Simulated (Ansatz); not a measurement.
Two isomers of C3H8N2: A = `C=NCNC`, B = `CC(N)C=N`.

Calculated with Ansatz (gas phase, PBE0-D4/def2-TZVP geometries, no zero-point term in ΔE). CCSD(T)/CBS is the MP2 limit (def2-TZVPP, def2-QZVPP) plus CCSD(T) − MP2 in def2-TZVPP, frozen cores. DFT in def2-TZVPP. B3LYP here is the variant with VWN-RPA as its local correlation; programs differ in this. Each species was taken in one conformer, which may not be the lowest.

Task: Which isomer does CCSD(T)/CBS put lower? Give the gap. (Estimate.)

Result: Ansatz gave: B, by 60.7 kJ/mol.

Task: Give E(B) − E(A) in kJ/mol with B3LYP-D4, PBE-D4, r2SCAN-D4, MP2/def2-TZVPP, B3LYP, ωB97M-V, PBE0-D4. (Estimate.)

Result: Computed: B3LYP-D4 -52.9, PBE-D4 -54.0, r2SCAN-D4 -57.6, MP2/def2-TZVPP -60.9, B3LYP -51.9, ωB97M-V -60.3, PBE0-D4 -57.8. None reverses the order clearly.

Largest T1 diagnostic: 0.011.

In def2-TZVPP, CCSD(T) changes the Hartree–Fock value by −4.2 kJ/mol (the triples alone add +0.4 kJ/mol) and MP2 by −6.4 kJ/mol. From PBE to PBE0 (25 % exact exchange), in def2-TZVPP and without D4, E(B) − E(A) moves by −3.9 kJ/mol.
